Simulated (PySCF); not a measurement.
Molecule: `ClC(Cl)Cl`, CHCl3.

Geometry (Å), atoms numbered from 1 in this order:
```xyz
5

Cl   -0.6063    1.5492   -0.4907
C    -0.0064    0.0005    0.1189
Cl   -0.9875   -1.3275   -0.5167
Cl    1.6891   -0.2202   -0.3364
H    -0.0803    0.0008    1.2077
```

Frames of a GFN2-xTB Langevin trajectory at 300 K; GIAO PBE0/pcSseg-1 shieldings in PySCF 2.14, gas phase, non-relativistic; equivalent atoms averaged within each frame.

References, each an isolated molecule treated in the same way: HCl for ³⁵Cl (σ = 949.78 ppm); ¹³C (σ = 186.93 ppm), ¹H (σ = 31.72 ppm) vs TMS. The references are static minima.

Question: How do the shifts (ppm) fluctuate along the trajectory?

Answer: 
| time (fs) | Cl1/Cl3/Cl4 | C2 | H5 |
| --- | --- | --- | --- |
| optimised geometry | 413 | 105.2 | 7.55 |
| 250 | 395 | 97.7 | 6.95 |
| 425 | 428 | 110.7 | 8.94 |
| 625 | 405 | 100.2 | 7.04 |
| 800 | 417 | 106.1 | 8.00 |
| 1000 | 412 | 102.3 | 8.41 |
| mean of frames | 411 | 103.4 | 7.87 |
| standard deviation | 13 | 5.1 | 0.86 |

5 frames give an uncertainty of the mean of about the standard deviation over 2.2 at best, since frames this close in time may not be independent; classical motion lacks zero-point vibration, and the reference would need the same averaging.
